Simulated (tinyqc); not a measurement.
Worked calculation: UKS/B3LYP (VWN-RPA form) in the sto-3g basis, for NH, spin multiplicity 3. One step of it, computed by the program tinyqc.

Question. Iteration 1: building the Kohn-Sham matrix. J_ij = sum D_kl (ij|kl) with D = D(alpha) + D(beta), K_ij = sum D_kl (ik|jl) for each spin; F = H + J - 0.2 K(s) + V_xc; E = tr D H + tr D J / 2 - 0.1 sum_s tr D(s) K(s) + E_xc + E_nn.

D(alpha) at the start, lower triangle:
```
            1N 1s      1N 2s    1N 2px    1N 2py    1N 2pz     2H 1s
1N 1s    1.051444
1N 2s   -0.219882   0.944475
1N 2px   0.000000   0.000000  1.000000
1N 2py   0.000000   0.000000  0.000000  1.000000
1N 2pz   0.023854  -0.091034  0.000000  0.000000  0.929333
2H 1s   -0.054590   0.176546  0.000000  0.000000  0.115279  0.052206
```

D(beta) at the start, lower triangle:
```
            1N 1s      1N 2s    1N 2px    1N 2py    1N 2pz     2H 1s
1N 1s    1.051444
1N 2s   -0.219882   0.944475
1N 2px   0.000000   0.000000  0.000000
1N 2py   0.000000   0.000000  0.000000  0.000000
1N 2pz   0.023854  -0.091034  0.000000  0.000000  0.929333
2H 1s   -0.054590   0.176546  0.000000  0.000000  0.115279  0.052206
```

core Hamiltonian H = T + V (hartree), lower triangle:
```
             1N 1s      1N 2s     1N 2px     1N 2py     1N 2pz      2H 1s
1N 1s   -24.529076
1N 2s    -5.639834  -6.591019
1N 2px    0.000000   0.000000  -5.229220
1N 2py    0.000000   0.000000   0.000000  -5.229220
1N 2pz   -0.006458  -0.081987   0.000000   0.000000  -5.272340
2H 1s    -0.382727  -1.081870   0.000000   0.000000  -0.983271  -2.797116
```

Two-electron integrals (ij|kl) in chemists' order, unique and non-zero (hartree):
```
(11|11) 4.166630   (21|11) 0.640849   (21|21) 0.117461   (22|11) 0.969864
(22|21) 0.220936   (22|22) 0.708245   (31|31) 0.020960   (32|31) 0.032452
(32|32) 0.156449   (33|11) 0.967124   (33|21) 0.220977   (33|22) 0.708086
(33|33) 0.762805   (41|41) 0.020960   (42|41) 0.032452   (42|42) 0.156449
(43|43) 0.041119   (44|11) 0.967124   (44|21) 0.220977   (44|22) 0.708086
(44|33) 0.680568   (44|44) 0.762805   (51|51) 0.020960   (52|51) 0.032452
(52|52) 0.156449   (53|53) 0.041119   (54|54) 0.041119   (55|11) 0.967124
(55|21) 0.220977   (55|22) 0.708086   (55|33) 0.680568   (55|44) 0.680568
(55|55) 0.762805   (61|11) 0.043478   (61|21) 0.007913   (61|22) 0.014831
(61|33) 0.014802   (61|44) 0.014802   (61|51) 0.000380   (61|52) 0.000725
(61|55) 0.014892   (61|61) 0.000541   (62|11) 0.135005   (62|21) 0.031263
(62|22) 0.114854   (62|33) 0.112383   (62|44) 0.112383   (62|51) 0.002549
(62|52) 0.021754   (62|55) 0.119676   (62|61) 0.002163   (62|62) 0.026868
(63|31) 0.002796   (63|32) 0.017439   (63|53) 0.004089   (63|63) 0.003057
(64|41) 0.002796   (64|42) 0.017439   (64|54) 0.004089   (64|64) 0.003057
(65|11) 0.121053   (65|21) 0.028337   (65|22) 0.110872   (65|33) 0.106003
(65|44) 0.106003   (65|51) 0.004678   (65|52) 0.035987   (65|55) 0.120480
(65|61) 0.002019   (65|62) 0.031117   (65|65) 0.038555   (66|11) 0.332879
(66|21) 0.078205   (66|22) 0.329626   (66|33) 0.317618   (66|44) 0.317618
(66|51) 0.006289   (66|52) 0.076278   (66|55) 0.353319   (66|61) 0.005417
(66|62) 0.109310   (66|65) 0.142024   (66|66) 0.774606
```

nuclear repulsion = 2.33706024 hartree

V_xc(alpha) (hartree), lower triangle:
```
            1N 1s      1N 2s     1N 2px     1N 2py     1N 2pz      2H 1s
1N 1s   -2.176756
1N 2s   -0.307302  -0.580810
1N 2px   0.000000   0.000000  -0.574483
1N 2py   0.000000   0.000000   0.000000  -0.574483
1N 2pz   0.000746   0.004136   0.000000   0.000000  -0.583316
2H 1s   -0.020933  -0.083793   0.000000   0.000000  -0.077230  -0.239014
```

V_xc(beta) (hartree), lower triangle:
```
            1N 1s      1N 2s     1N 2px     1N 2py     1N 2pz      2H 1s
1N 1s   -2.161336
1N 2s   -0.293778  -0.497923
1N 2px   0.000000   0.000000  -0.466773
1N 2py   0.000000   0.000000   0.000000  -0.466773
1N 2pz   0.001045   0.005717   0.000000   0.000000  -0.548093
2H 1s   -0.020097  -0.076449   0.000000   0.000000  -0.074679  -0.238545
```

E_xc = sum of w rho eps_xc = -5.95994738 hartree

Give: Coulomb J; exchange K(alpha); exchange K(beta); F(alpha); F(beta); total energy of this density.

Answer.

Coulomb J (hartree), lower triangle:
```
          1N 1s    1N 2s  1N 2px  1N 2py  1N 2pz   2H 1s
1N 1s   13.9386
1N 2s    2.5559   6.0787
1N 2px   0.0000   0.0000  6.0434
1N 2py   0.0000   0.0000  0.0000  6.0434
1N 2pz  -0.0053  -0.0141  0.0000  0.0000  6.1296
2H 1s    0.1724   0.9571  0.0000  0.0000  0.9165  2.7410
```

exchange K(alpha) (hartree), lower triangle:
```
         1N 1s    1N 2s  1N 2px  1N 2py  1N 2pz   2H 1s
1N 1s   4.2697
1N 2s   0.7393   1.1971
1N 2px  0.0000   0.0000  1.0046
1N 2py  0.0000   0.0000  0.0000  1.0046
1N 2pz  0.0014  -0.0314  0.0000  0.0000  0.9887
2H 1s   0.0511   0.2402  0.0000  0.0000  0.1978  0.1726
```

exchange K(beta) (hartree), lower triangle:
```
         1N 1s    1N 2s  1N 2px  1N 2py  1N 2pz   2H 1s
1N 1s   4.2277
1N 2s   0.6744   0.8842
1N 2px  0.0000   0.0000  0.2007
1N 2py  0.0000   0.0000  0.0000  0.2007
1N 2pz  0.0014  -0.0314  0.0000  0.0000  0.9064
2H 1s   0.0455   0.2054  0.0000  0.0000  0.1896  0.1664
```

F(alpha) (hartree), lower triangle:
```
           1N 1s    1N 2s  1N 2px  1N 2py   1N 2pz    2H 1s
1N 1s   -13.6212
1N 2s    -3.5391  -1.3325
1N 2px    0.0000   0.0000  0.0388
1N 2py    0.0000   0.0000  0.0000  0.0388
1N 2pz   -0.0113  -0.0857  0.0000  0.0000   0.0762
2H 1s    -0.2414  -0.2566  0.0000  0.0000  -0.1836  -0.3296
```

F(beta) (hartree), lower triangle:
```
           1N 1s    1N 2s  1N 2px  1N 2py   1N 2pz    2H 1s
1N 1s   -13.5974
1N 2s    -3.5126  -1.1871
1N 2px    0.0000   0.0000  0.3073
1N 2py    0.0000   0.0000  0.0000  0.3073
1N 2pz   -0.0110  -0.0841  0.0000  0.0000   0.1279
2H 1s    -0.2395  -0.2422  0.0000  0.0000  -0.1794  -0.3279
```

total energy of this density = -54.092025 hartree
